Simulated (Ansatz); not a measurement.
**SiCN+ (quintet): the correlation ladder, cc-pVDZ**

Aim: climb from Hartree-Fock through coupled cluster for SiCN+ (quintet) at one geometry and basis, and see what each rung misses.

The runs use Ansatz 0.2.0, Gaussian basis; cc-pVDZ, core rule «outside noble gas», up to 7 orbitals frozen.

To be run: UHF; CCSD(T) on ROHF; CCSD(T) on UHF; BCCD(T) on ROHF; CISD as a restricted active space (open shells left free, so some higher excitations enter); CCSDT(Q) on ROHF; CCSDT(Q) on UHF.

23 further runs of the same task are left out: 8 for a known fault of the program, 4 that didn't finish, 11 set aside as unsound or not needed. Runs told in other sessions of the task aren't counted.

### Step 1. The system

The geometry is a PBE0/def2-TZVP stationary point (not a proven minimum) of the parent state, kept for this charge and spin.

3 atoms, charge 1, spin multiplicity 5.

Atoms are counted from 1 here; the program's logs count them from 0.

Bond lengths: C1–N2 1.181 Å, N2–Si3 1.708 Å. Angles: C1–N2–Si3 180.0°.

### Step 2. UHF

The input, in.yaml:

```yaml
crystal:
  periodic: [false, false, false]
  atoms:
    - {symbol: C, position_ang: [0.000000, 0.000000, -1.356800]}
    - {symbol: N, position_ang: [0.000000, 0.000000, -0.175700]}
    - {symbol: Si, position_ang: [0.000000, 0.000000, 1.532500]}
basis:
  gaussian: {orbitals: cc-pVDZ}
total_charge: 1
magnetization: {spin_polarized: true, initial_magnetization: 4}
hamiltonian: {xc: hf}
output: {orbitals: {seedname: orbitals}}
```

The run is started by

```bash
ansatz run in.yaml --threads 1 --pin off --events-out ev --progress --plain --max-ram 2393MiB
```

The runs that follow: CCSD(T) on ROHF; CCSD(T) on UHF; BCCD(T) on ROHF; CISD as a restricted active space (open shells left free, so some higher excitations enter); CCSDT(Q) on ROHF; CCSDT(Q) on UHF.

Before running them: what should the planned runs give, taken together? Wanted: UCCSDT(Q) from the RHF energy; RMP2 from UCCSDT(Q); UMP2 from UCCSDT(Q); RCCSD from UCCSDT(Q); RCCSD(T) from UCCSDT(Q); UCCSD(T) from UCCSDT(Q); RCCSDT(Q) from UCCSDT(Q); T1 diagnostic.

As calculated:

| quantity | value |
| --- | --- |
| UCCSDT(Q) from the ROHF energy | -8.8187 eV |
| RMP2 from UCCSDT(Q) | +87.7 kJ/mol |
| UMP2 from UCCSDT(Q) | +139.0 kJ/mol |
| RCCSD from UCCSDT(Q) | +43.0 kJ/mol |
| RCCSD(T) from UCCSDT(Q) | +6.8 kJ/mol |
| UCCSD(T) from UCCSDT(Q) | +8.7 kJ/mol |
| RCCSDT(Q) from UCCSDT(Q) | +0.1 kJ/mol |
| levels within 1 kcal/mol (43 meV) | UCCSDT, RCCSDT(Q) |
| T1 diagnostic | 0.047 |

RCCSD(T) misses by +6.8 kJ/mol, 0.8 % of the correlation energy. CCSD(T) misses by +6.8 kJ/mol on the restricted determinant and by +8.7 kJ/mol on the unrestricted one; the two need not hold the same state or core. These misses are within one basis, not against nature; the frozen cores of restricted and unrestricted runs differ, which can shift their rows.

With open shells the CI space here admits some higher excitations, so it is larger than plain CISD.
